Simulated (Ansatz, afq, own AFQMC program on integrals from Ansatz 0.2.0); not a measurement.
## Where AFQMC and coupled cluster stand for Al, quartet

A free Al atom.

Basis cc-pVQZ. Noble-gas cores (and the filled d shells of Ga–Kr and In–Xe) are frozen. Integrals, coupled cluster, full CI and functionals: Ansatz 0.2.0; the random walks run on the same integrals in our own AFQMC program. ph-AFQMC/CISD is guided by a CISD state made of CCSD amplitudes; releasing the constraint for a short imaginary time cuts its bias at the price of noise, slowly where states lie close. Uncertainties: one standard error, sampling alone.

Determinant: UHF, the one that the program's search chose, which needn't be the lowest solution.

Full CI on the same integrals is exact in this basis and with this determinant's frozen core.

Cautions: another spin lies lower (by 3.45 eV).

```
T1 diagnostic                               : 0.0041
weight of the determinant in the CISD state : 0.980
⟨S²⟩ of the determinant                     : 3.750
size of the correlated space                : 3 electrons in 54 orbitals
```

```csv
level,correlation energy (eV)
MP2,-0.2575
CCSD,-0.3988
CCSD(T),-0.4031
```

(1) Estimate where phaseless AFQMC with a CISD trial lies against CCSD(T) on the same integrals.

(1) 0.3 ± 0.09 kJ/mol below CCSD(T).

Reference: full CI, correlation energy -0.405 eV. The released energy is read at 2.40 1/Eh (meV from the phaseless value at times in 1/Eh: -0.8 ± 1.6 at 0.24, 1.3 ± 1.0 at 0.51, 1.2 ± 0.9 at 0.99, 1.7 ± 0.9 at 1.62, 0.7 ± 1.1 at 2.40).

| level | E − E(reference) (kJ/mol) | share of correlation (%) |
| --- | --- | --- |
| CCSD(T) | 0.2 | 99.50 |
| ph-AFQMC/CISD | -0.1 ± 0.09 | 100.27 |
| released AFQMC | 0.0 ± 0.1 | 100.09 |

A walk keeps the symmetry of its determinant, which the program's search chose and which needn't be the lowest solution, so a lower state of the same spin and another symmetry isn't excluded. Released energies are given only where the last usable release times agree within the noise; a slower fall can still hide under it.
